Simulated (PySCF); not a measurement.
**C2H5S−, a complex of two parts: interaction energy**

An exercise on one series of results from a longer session: the logs are not shown, and one member is left open.

Programs: PySCF 2.14.0. All values are calculated, for the isolated system unless a continuum is named. Atoms count from 0, parts from 1.

## The system as given

8 atoms, charge -1, multiplicity 1; geometry: GFN2-xTB. Parts: 1 = atoms 0–5, `C=C`, charge 0; 2 = atoms 6–7, `[SH-]`, charge -1.

The first run:

What the job is given:

```
{"job": {"xc": "PBE0", "basis": "def2-SVPD", "d3": "d3bj", "grid": 2, "kind": "geom", "shake": 0.01}, "charge": -1, "multiplicity": 1, "parts": [{"atoms": "0-5", "charge": 0, "multiplicity": 1}, {"atoms": "6-7", "charge": -1, "multiplicity": 1}]}
C     -0.633165     0.021348     0.070455
C      0.601299    -0.125329    -0.277466
H     -1.211602     0.946616    -0.188422
H     -1.188296    -0.698012     0.606057
H      1.137248    -1.033618    -0.034272
H      1.176346     0.639200    -0.816175
S      2.605891     2.127174    -1.916407
H      1.715530     2.404775    -2.874803
```

Started as:

```sh
> OMP_NUM_THREADS=1 python cluster_run.py task.json out
```

This one command runs all jobs of the session in turn.

Steps of the session up to this table: Geometry optimisation at PBE0-D3(BJ)/def2-SVPD; Coupled-cluster interaction energy: CCSD(T) and MP2.

One of the session's tables, all rows but one given; the rest of the session is left out.

It belongs to the step «Coupled-cluster interaction energy: CCSD(T) and MP2». 

| method | interaction energy (kcal/mol) |
| --- | --- |
| HF/aug-cc-pVDZ | -2.45 |
| MP2/aug-cc-pVDZ | -4.20 |
| CCSD/aug-cc-pVDZ | -3.68 |
| CCSD(T)/aug-cc-pVDZ | -3.99 |
| HF/aug-cc-pVTZ | -2.48 |
| MP2/aug-cc-pVTZ | ? |
| SCS-MP2/aug-cc-pVTZ | -4.03 |
| MP2, extrapolated | -4.96 |
| CCSD(T), limit estimate | -4.76 |

**Question.** Estimate the row for MP2/aug-cc-pVTZ.

**Answer.** interaction energy (kcal/mol): -4.74. In the column «interaction energy (kcal/mol)» it lies between CCSD(T), limit estimate (-4.76) and MP2/aug-cc-pVDZ (-4.20).
